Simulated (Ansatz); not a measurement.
**F2H2Si: a nudged elastic band, and a look at its input**

A nudged elastic band is wanted. The input is run as typed. The step meant is a insertion of a carbenoid at charge 0 and multiplicity 1, which changes Si1–H4, Si1–H5, H4–H5.

Method: PBE0-D4/def2-SVP; program: Ansatz 0.2.0, Gaussian basis.

1 further run of the same task is left out (it didn't finish).

**1. The structure**

```
Si    0.9114    0.3791   -1.0604
F     1.0211    1.4580    0.1190
F     1.4942   -0.9190   -0.3240
H    -1.9386   -0.4478    0.3349
H    -1.4880   -0.4703    0.9304
```

**2. The run**

Contents of run/in.yaml:

```yaml
crystal:
  periodic: [false, false, false]
  atoms:
    - {symbol: Si, position_ang: [0.911435, 0.379103, -1.060404]}
    - {symbol: F, position_ang: [1.021105, 1.457953, 0.119030]}
    - {symbol: F, position_ang: [1.494171, -0.919026, -0.324007]}
    - {symbol: H, position_ang: [-1.938606, -0.447761, 0.334911]}
    - {symbol: H, position_ang: [-1.488006, -0.470269, 0.930371]}
basis:
  gaussian: {orbitals: def2-SVP}
hamiltonian: {xc: pbe0, dispersion: d4}
neb:
  images: 5
  climbing: true
  max_iterations: 30
  initial_path: idpp
  f_tol: 2.0
  final_atoms:
    - {symbol: Si, position_ang: [-0.051719, -0.012354, 0.010949]}
    - {symbol: F, position_ang: [0.589655, 1.437098, 0.052715]}
    - {symbol: F, position_ang: [1.082818, -1.037585, -0.408271]}
    - {symbol: H, position_ang: [-1.103546, -0.029486, -1.022387]}
    - {symbol: H, position_ang: [-0.517108, -0.357673, 1.366892]}
```

The run is started by

```sh
$ ansatz run in.yaml --threads 2 --pin off --events-out ev --progress --plain --max-ram 4352MiB
```

**Question.** What will these runs give? Wanted: this run.

The runs gave:

```
quantity                value
this run            converged
   fault  tolerance too loose
```

What this shows: The force tolerance of 2 eV/Å lets the band stop early, so its barrier is not a converged value.
